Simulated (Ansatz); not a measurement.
This script drives Ansatz 0.2.0, Python API.

Script `freq_c3h5s.py`:
```python
"""Vibrations and zero-point energy of C3H5S(-)."""

import warnings

import ansatz as az
from ase import Atoms
from ase.thermochemistry import IdealGasThermo
import numpy as np
from rdkit import Chem
from rdkit.Chem import AllChem

warnings.simplefilter("ignore", az.DeckWarning)

# start geometry from RDKit
rd = Chem.AddHs(Chem.MolFromSmiles("[S-]C1CC1"))
AllChem.EmbedMolecule(rd, randomSeed=512)
AllChem.UFFOptimizeMolecule(rd)
system = az.Crystal.molecule()
for atom, xyz in zip(rd.GetAtoms(), rd.GetConformer().GetPositions()):
    system = system.atom(atom.GetSymbol(), xyz.round(5).tolist())

base = system.calculation()
base = base.basis(gaussian="cc-pVDZ").functional("pbe")
base = base.charge(-1)
symbols = [site.symbol for site in system.cartesian_sites]
start = np.array([site.position_ang for site in system.cartesian_sites], dtype=float)
def progress(event):
    if event["event"] == "relax_step":
        row = event["data"]
        print(f"step {row['step']:3d}  E = {row['lagrangian_ev']:.6f} eV  largest force component {row['allowed_force_max_ev_ang']:.4f} eV/A")


rep = base.relax(force_tolerance=0.003, max_steps=100).session().plan().execute(on_event=progress).report
end = np.array(rep["positions_ang"])

print("final positions (A) and the move of each atom")
for symbol, xyz, old in zip(symbols, end, start):
    print(f"{symbol:2s} {xyz[0]:10.5f} {xyz[1]:10.5f} {xyz[2]:10.5f}   {np.linalg.norm(xyz - old):7.4f}")

# same settings at the minimum
minimum = az.Crystal.molecule()
for symbol, place in zip(symbols, end):
    minimum = minimum.atom(symbol, place.tolist())
vibrating = (
    minimum.calculation()
    .basis(gaussian="cc-pVDZ")
    .functional("pbe")
    .charge(-1)
    .phonons(temperatures=(200, 600, 100))
)
vib = vibrating.run(threads=1).report["vibrations"]
sums = vib["harmonic_sums"]
modes = [m["omega_inv_cm"] for m in sums["modes_at_gamma"] if m["rigid_motion"] == "no"]
for number, w in enumerate(modes, start=1):
    print(f"mode {number:2d} {w:9.1f} 1/cm {w / 8065.544 * 1000:8.2f} meV")
print("imaginary modes:", sum(w < 0 for w in modes), " zero-point energy:", round(sums["zero_point_energy_ev"], 4), "eV")
# rigid rotor and ideal gas, symmetry number taken as one
gas = IdealGasThermo(vib_energies=[w / 8065.544 for w in modes if w > 0], geometry="linear" if len(modes) == 3 * len(symbols) - 5 else "nonlinear",
                     atoms=Atoms(symbols, positions=end), symmetrynumber=1, spin=0.0)
print(f"H(298 K) - E = {gas.get_enthalpy(298.15, verbose=False):.4f} eV")
print(f"S(298 K, 1 bar) = {96485.33 * gas.get_entropy(298.15, 1e5, verbose=False):.1f} J/(mol K) with symmetry number 1")
```

It is started by `python freq_c3h5s.py`. Estimate its wall time and peak memory on 1 thread of AMD EPYC 7B13 (Zen 3) (shared host).

It took about 81 s, with a peak of 0.31 GiB, for 2 runs of the engine.

```console
$ python freq_c3h5s.py
step   1  E = -14018.269620 eV  largest force component 1.1631 eV/A
step   2  E = -14018.454220 eV  largest force component 0.2265 eV/A
step   3  E = -14018.474650 eV  largest force component 0.1781 eV/A
step   4  E = -14018.476953 eV  largest force component 0.1524 eV/A
step   5  E = -14018.480592 eV  largest force component 0.0232 eV/A
step   6  E = -14018.480748 eV  largest force component 0.0089 eV/A
step   7  E = -14018.480760 eV  largest force component 0.0009 eV/A
final positions (A) and the move of each atom
S     1.82883   -0.45760   -1.44293    0.1499
C     0.72918   -0.42190   -0.01991    0.0753
C    -0.79360   -0.39875   -0.17395    0.0273
C    -0.06851    0.82943    0.35559    0.0273
H     1.05324   -0.99877    0.87433    0.0680
H    -1.43131   -0.96749    0.53014    0.0737
H    -1.15765   -0.36574   -1.21359    0.0924
H    -0.21248    1.09703    1.42027    0.0738
H     0.05233    1.68380   -0.32993    0.0924
mode  1     301.7 1/cm    37.41 meV
mode  2     315.7 1/cm    39.14 meV
mode  3     623.4 1/cm    77.29 meV
mode  4     722.1 1/cm    89.53 meV
mode  5     749.1 1/cm    92.87 meV
mode  6     827.6 1/cm   102.61 meV
mode  7     883.2 1/cm   109.50 meV
mode  8     954.2 1/cm   118.31 meV
mode  9     968.1 1/cm   120.03 meV
mode 10     995.8 1/cm   123.46 meV
mode 11    1056.2 1/cm   130.96 meV
mode 12    1132.3 1/cm   140.38 meV
mode 13    1163.7 1/cm   144.28 meV
mode 14    1208.4 1/cm   149.82 meV
mode 15    1350.6 1/cm   167.46 meV
mode 16    1390.9 1/cm   172.45 meV
mode 17    2921.4 1/cm   362.21 meV
mode 18    2973.4 1/cm   368.65 meV
mode 19    2987.9 1/cm   370.45 meV
mode 20    3094.8 1/cm   383.71 meV
mode 21    3110.0 1/cm   385.59 meV
imaginary modes: 0  zero-point energy: 1.8431 eV
H(298 K) - E = 1.9872 eV
S(298 K, 1 bar) = 285.3 J/(mol K) with symmetry number 1
```

Notes:
- Total energies depend on the basis set; only differences at equal settings carry meaning.
- The frequencies are harmonic and unscaled, in a modest basis.
- The entropy takes a symmetry number of 1; a symmetric molecule's is lower by R ln(sigma).
- Anions want diffuse functions, which this basis lacks.
